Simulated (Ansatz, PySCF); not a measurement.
Species: trifluoroborane, BF3, net charge 0, singlet state. SMILES: FB(F)F
Geometry: optimised at B3LYP-D3(BJ)/def2-TZVP (Ansatz, an electronic-structure program).

Quantity: atomisation energy (electronic, to ground-state atoms), in kcal/mol. Cores are frozen in the correlated levels unless marked. Open shells are spin-unrestricted. Spin-orbit coupling is left out. Non-relativistic. FCI takes restricted orbitals. The coupled-cluster limit lacks core correlation, which all-electron functionals hold. Basis-set limits of correlation are two-point, X^-3; Hartree-Fock from the larger set.

| level | program | atomisation energy (kcal/mol) | minus last row | rough core time |
|---|---|---|---|---|
| HF/cc-pVDZ | Ansatz | 342.1 | -127.4 | - |
| SVWN5/def2-TZVPD | Ansatz | 546.9 | 77.4 | under 20 s |
| PBE0-D4/def2-TZVP | Ansatz + dftd4 | 466.9 | -2.6 | under 20 s |
| BHLYP-D3(BJ)/def2-TZVPD | Ansatz + dftd3 | 445.1 | -24.4 | under 20 s |
| TPSSh/def2-TZVPD | PySCF | 458.3 | -11.2 | - |
| PW6B95-D4/def2-TZVPD | PySCF + dftd4 | 469.1 | -0.4 | - |
| M06-2X/def2-TZVPD | PySCF | 474.3 | 4.8 | - |
| wB97M-V/def2-TZVPD | Ansatz | 468.6 | -0.9 | under 20 s |
| MP2/cc-pVDZ | Ansatz | 454.7 | -14.8 | - |
| RI-MP2/aug-cc-pVTZ | Ansatz | 486.9 | 17.4 | under 20 s |
| CCSD(T)/STO-3G | Ansatz | 395.2 | -74.3 | under 20 s |
| CCSD(T)/cc-pVDZ | PySCF | 428.8 | -40.7 | - |
| CCSD(T) with core electrons/cc-pwCVTZ | Ansatz | 462.2 | -7.3 | - |
| FCI/STO-3G | Ansatz | 395.5 | -74.0 | under 20 s |
| CCSD(T)/CBS(cc-pVTZ,cc-pVQZ) | Ansatz | 469.5 | 0.0 | 60 s |

Core times are rough, on shared machines, summed over the molecules involved; a dash marks a level read off another run, or run on other hardware, by another program or under a memory cap.
